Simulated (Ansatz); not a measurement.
Ideal-gas functions of `N=C=CCF` at 400 K and 1 bar, from an Ansatz frequency run at PBE0-D4/def2-TZVP.

Molar mass 73.07 g/mol, point group C1 (symmetry number 1), electronic degeneracy 1, moments of inertia 42.554, 149.328, 187.009 u Å². Harmonic wavenumbers (cm⁻¹, unscaled): 62, 144, 414, 424, 538, 726, 872, 907, 1025, 1046, 1100, 1155, 1258, 1405, 1441, 1506, 2161, 3031, 3070, 3201, 3497.

Use S(trans) = R[1.5 ln M + 2.5 ln T − 1.1517]; rotational temperatures θ = 24.2544 K / I; S(rot) = R[ln(√π/σ · √(T³/θAθBθC)) + 1.5]; for each mode x = 1.438777 ν̃/T, S = R[x/(eˣ − 1) − ln(1 − e⁻ˣ)] and H = RT x/(eˣ − 1); 1 cm⁻¹ = 0.0119627 kJ/mol; R = 8.31446 J/(mol·K).

**Question.** By hand: the entropy, in J/(mol·K).

**Answer.** Translation 168.5. Rotation: θ = 0.57, 0.1624, 0.1297 K, giving 110.3. Vibration, mode by mode: 20.81, 13.88, 5.73, 5.57, 4.01, 2.35, 1.55, 1.40, 1.00, 0.94, 0.80, 0.68, 0.50, 0.32, 0.29, 0.24, 0.03, 0.00, 0.00, 0.00, 0.00, in all 60.1. Electronic 0.0. Sum 338.9 J/(mol·K).

**Question.** By hand: H − E and G − E in kJ/mol, counted from the electronic energy.

**Answer.** Zero-point energy ½ × 28983 × 0.0119627 = 173.4; thermal vibration 12.6; translation, rotation and pV give 4 RT = 13.3. H − E = 199.3 kJ/mol, and G − E = 199.3 − 400 × 338.9/1000 = 63.7 kJ/mol.

Vibration gives 18 % of the entropy, 34.7 J/(mol·K) of it from the modes under 150 cm⁻¹: soft modes count most, and the harmonic formula is weakest for them. The sum counts one conformer and one mirror image; others add a mixing term.
